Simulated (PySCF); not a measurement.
Delta-SCF ions had no search for a lower state. 

# H₃N, SMILES `N` (charge 0, multiplicity 1)

Method: PBE-D3(BJ)/def2-TZVP // B3LYP-D3(BJ)/def2-SVP (PySCF).

| Item | Value |
|---|---|
| HOMO | -6.07 eV |
| dipole moment | 1.75 D |
| HOMO–LUMO gap | 6.26 eV |
| LUMO | 0.18 eV |
| vertical ionisation energy (Delta-SCF) | 10.98 eV |
| total energy | -56.5088 Ha |
| cost | about 3 core-seconds (a rough figure) |

Bond lengths (Å): N1–H2 1.023, N1–H3 1.023, N1–H4 1.023. Angles (°): H2–N1–H3 105.1, H2–N1–H4 105.1, H3–N1–H4 105.1.
Charge 0, spin multiplicity 1.
